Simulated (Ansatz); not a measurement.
Input for Ansatz (development build ahead of 0.2.0):

```yaml
crystal:
  periodic: [false, false, false]
  atoms:
    - { symbol: C, position_ang: [-0.64897, -0.17272, -0.18907] }
    - { symbol: C, position_ang: [0.65693, 0.16133, 0.20201] }
    - { symbol: H, position_ang: [-0.85093, -0.55566, -1.18413] }
    - { symbol: H, position_ang: [-1.48228, -0.05446, 0.49589] }
    - { symbol: H, position_ang: [1.4899, 0.0448, -0.48365] }
    - { symbol: H, position_ang: [0.85926, 0.54261, 1.19763] }
basis:
  gaussian: { orbitals: def2-SVP }
total_charge: 1
magnetization:
  spin_polarized: true
  initial_magnetization: 1
hamiltonian:
  xc: hf
output:
  forces: true
```

The input is written out in the form of the current development build from the run's settings.

Output:

- Converged: yes
- Total energy: -77.65268 hartree
- Spin squared of the determinant: 0.754
- Stability test: minimum

Forces (eV/Å):
```
atom      Fx      Fy     Fz
  C1  -0.001   0.001  0.000
  C2   0.001   0.000  0.000
  H3   0.000   0.000  0.000
  H4   0.000  -0.001  0.000
  H5   0.001   0.000  0.000
  H6   0.000   0.000  0.000
```
